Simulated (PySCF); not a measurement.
## Basis and Hamiltonian dependence of the ionisation energy of Mg

Mg [Ne] 3s2 (1S) → Mg⁺ [Ne] 3s1 (2S). All values are computed (PySCF 2.14, energy differences of UHF-based or UKS calculations, no spin-orbit coupling). Values in eV.

```csv
basis,Hamiltonian,functions,UHF,LDA,PBE0,MP2 (valence),CCSD(T) (valence),CCSD(T) (valence and next inner shell)
cc-pVDZ,non-relativistic,18,6.624,n/a,7.576,7.205,7.519,n/a
6-31G*,non-relativistic,18,6.614,n/a,n/a,7.201,7.516,n/a
x2c-SVPall,spin-free X2C,18,6.597,n/a,7.568,7.144,7.465,n/a
x2c-TZVPall,spin-free X2C,32,6.621,7.749,7.570,7.211,7.510,n/a
cc-pVTZ-DK,spin-free X2C,34,6.617,n/a,7.553,7.257,7.534,n/a
def2-TZVPPD,non-relativistic,35,6.611,7.737,7.558,7.205,7.507,7.567
aug-cc-pVTZ-DK,spin-free X2C,50,6.617,7.733,7.553,7.262,7.534,n/a
aug-cc-pVTZ,non-relativistic,50,6.607,7.722,7.542,7.252,7.526,n/a
def2-QZVPPD,non-relativistic,63,6.606,7.719,7.542,7.248,7.525,7.610
"x2c-QZVPPall with one added diffuse shell each of s, p, d, f type",spin-free X2C,82,6.615,7.733,7.551,7.258,7.535,7.618
"aug-cc-pVQZ with one added diffuse shell each of s, p, d, f, g type",non-relativistic,109,6.606,7.722,7.542,7.271,7.529,n/a
dyall-av3z,non-relativistic,117,6.605,7.721,7.542,7.261,7.529,n/a
aug-cc-pCVQZ,non-relativistic,134,6.605,7.721,7.540,7.273,n/a,n/a
aug-cc-pCVQZ-DK,spin-free X2C,134,6.615,7.732,7.551,7.282,n/a,n/a
```

Frozen in the all-electron rows: valence: [Ne]; valence and next inner shell: 1s2.

Reference for a calculation without spin-orbit coupling: 7.646 eV (measured, between term centres; NIST).
